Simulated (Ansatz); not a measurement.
# Basis-set limit of N⁺, quintet

A free N cation.

Ansatz 0.2.0, UHF determinant, valence electrons correlated. Energies in eV.

```
       set  X  functions  Hartree–Fock  MP2 correlation  CCSD(T) correlation                                                                                                             time
def2-TZVPP  3         31    -1462.4820          -0.7275              -0.8847             15 s on 1 × NVIDIA H100 80GB HBM3 with 1 thread of AMD EPYC 7R13 Processor (Zen 3), on a shared host
def2-QZVPP  4         57    -1462.5355          -0.7984              -0.9555  21 s on 1 × NVIDIA H100 80GB HBM3 with 1 thread of AMD EPYC 7R13 Processor (Zen 3), with other jobs on the host
```

Hartree–Fock is taken to follow E(X) = E∞ + A·exp(−7.88·√X), correlation E(X) = E∞ + B·X^−2.97.

Cautions: another spin lies lower.

Task: Work out the CCSD(T) energy at the limit, and how far the shortcut misses it that extrapolates MP2 and adds CCSD(T) minus MP2 from the smaller set.

Result: Hartree–Fock: E∞ = E4 + 0.1377·(E4 − E3) = -1462.5428. Correlation: E∞ = E4 + 0.7407·(E4 − E3) = -1.0080 for CCSD(T) and -0.8509 for MP2. The limit is -1463.5508 eV, 0.060 eV below def2-QZVPP. The shortcut gives a correlation energy of -0.8509 + (-0.1572) = -1.0081, 0 meV lower than the direct value.
